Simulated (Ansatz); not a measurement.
C2H6FNO2, SMILES `NC(O)(F)CO`, relaxed with RKS PBE-D4/def2-SVP in the Gaussian-basis code of Ansatz from a rough embedded geometry. The force threshold is 0.03 eV/Å; the program also tests the step.

Total charge 0; spin multiplicity 1.

Start:

```xyz
12

N    -0.593    1.294   -0.329
C     0.032    0.096   -0.596
O    -0.959   -0.808   -0.958
F     0.828    0.218   -1.679
C     0.864   -0.466    0.596
O     0.011   -0.685    1.735
H    -1.073    1.176    0.603
H     0.066    1.989   -0.165
H    -1.421   -0.358   -1.727
H     1.656    0.224    0.831
H     1.301   -1.413    0.290
H    -0.711   -1.266    1.399
```

Q: By how much does the energy fall, and how many steps does the optimiser take? (Best estimate.)

A: Computed: 43.44 kJ/mol, in 6 steps.

Q: Which bonds change most? (An estimate is asked.)

A: Ansatz gave: N1–C2 from 1.378 to 1.442 Å; N1–H8 from 0.972 to 1.028 Å; C2–F4 from 1.350 to 1.397 Å; C5–H10 from 1.076 to 1.108 Å.

Q: Give the relaxed structure. (Best estimate.)

A: Computed: 
```xyz
12

N    -0.631    1.318   -0.342
C     0.058    0.078   -0.599
O    -0.866   -0.882   -0.989
F     0.973    0.329   -1.624
C     0.832   -0.518    0.585
O    -0.041   -0.721    1.679
H    -1.023    1.261    0.610
H     0.043    2.095   -0.344
H    -1.561   -0.381   -1.464
H     1.616    0.197    0.903
H     1.337   -1.454    0.245
H    -0.735   -1.321    1.340
```
